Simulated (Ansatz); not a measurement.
# SiH3+ (singlet): wave-function methods side by side at distance Si1–H3 = 1.472 Å, cc-pVDZ

The task here is to estimate one member of a computed series from the others.

Computed with Ansatz 0.2.0, Gaussian basis. Level: cc-pVDZ, core rule «outside noble gas», up to 5 orbitals frozen.

The runs, in order: UHF; CCSD(T) on RHF; BCCD(T) on RHF; CISD; CCSDT(Q) on RHF; CCSDTQ on RHF; CASSCF and MRCISD+Q, 2 electrons in 2 orbitals; CASSCF and NEVPT2, 2 electrons in 2 orbitals; CASSCF and MRCISD+Q, 6 electrons in 7 orbitals; CASSCF and NEVPT2, 6 electrons in 7 orbitals; Full CI.

26 further runs of the same task are left out: 6 for a known fault of the program, 1 for a mislabelled method, 15 that didn't finish, 4 set aside as unsound or not needed.

## What is computed

The geometry derives from a PBE0/def2-TZVP stationary point (not a proven minimum). One bond is set to the value named and the two fragments are kept rigid.

4 atoms, charge 1, spin multiplicity 1.

Atoms are counted from 1 here; the program's logs count them from 0.

Bond lengths: Si1–H2 1.472 Å, Si1–H3 1.472 Å, Si1–H4 1.472 Å. Angles: H2–Si1–H3 120.0°, H2–Si1–H4 120.0°, H3–Si1–H4 120.0°.

Set-up of the first run:

Input file in.yaml:

```yaml
crystal:
  periodic: [false, false, false]
  atoms:
    - {symbol: Si, position_ang: [0.000000, 0.000000, 0.000000]}
    - {symbol: H, position_ang: [1.471943, 0.014227, -0.000096]}
    - {symbol: H, position_ang: [-0.748293, 1.267623, -0.002905]}
    - {symbol: H, position_ang: [-0.723650, -1.281850, 0.003001]}
basis:
  gaussian: {orbitals: cc-pVDZ}
total_charge: 1
magnetization: {spin_polarized: true, initial_magnetization: 0}
hamiltonian: {xc: hf}
output: {orbitals: {seedname: orbitals}}
```

On the command line:

```sh
ansatz run in.yaml --threads 1 --pin off --events-out ev --progress --plain --max-ram 2393MiB
```

Steps of the session up to this table: UHF; CCSD(T) on RHF; BCCD(T) on RHF; CISD; CCSDT(Q) on RHF; CCSDTQ on RHF; CASSCF and MRCISD+Q, 2 electrons in 2 orbitals; CASSCF and NEVPT2, 2 electrons in 2 orbitals; CASSCF and MRCISD+Q, 6 electrons in 7 orbitals; CASSCF and NEVPT2, 6 electrons in 7 orbitals; Full CI.

One table of the session follows, with a row left open; its other results are not shown here.

```
          method  from FCI (meV)
             RHF         +3007.5
            RMP2          +731.8
            CISD               ?
           RCCSD           +55.7
        RCCSD(T)           +13.9
         BCCD(T)           +13.7
          RCCSDT            +1.3
       RCCSDT(Q)            +0.3
         RCCSDTQ             0.0
     CASSCF pair         +2615.6
     NEVPT2 pair          +728.3
     MRCISD pair          +114.2
   MRCISD+Q pair           -19.7
  CASSCF valence         +1676.9
  NEVPT2 valence          +542.4
  MRCISD valence           +60.5
MRCISD+Q valence            +9.2
             FCI               0
```

**Question.** Estimate the row for CISD.

The run gave: from FCI (meV): +151.9. In the column «from FCI (meV)» it lies between MRCISD pair (+114.2) and NEVPT2 valence (+542.4).

Caveats from the session: MRCISD+Q pair falls below full CI: the +Q correction isn't variational, and the cores differ from full CI's.
